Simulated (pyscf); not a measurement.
Structures and frequencies: ωB97X-D3(BJ)/def2-SVP in PySCF.

### Question
For the elementary gas-phase step `[CH2]=[O]` + `[H]` [doublet] → `[H][H]` + `[CH]=[O]` [doublet] (doublet surface; C–H broken, H–H formed), what barrier and reaction energy does ωB97M-D3(BJ)/def2-TZVP give, measured from the separated reactants?

### Answer
ΔE‡ = 5.7 kcal/mol, ΔE = -14.1 kcal/mol. Zero-point energy shifts the barrier by -1.5 kcal/mol. It is a hydrogen abstraction, with an imaginary mode of 1332i cm⁻¹. This saddle turned up in a search for another step; its sides and bond changes are read from the two ends of the descent. This is the saddle that the search found; another between the same sides may lie lower. The angle at the transferred H is 179°.
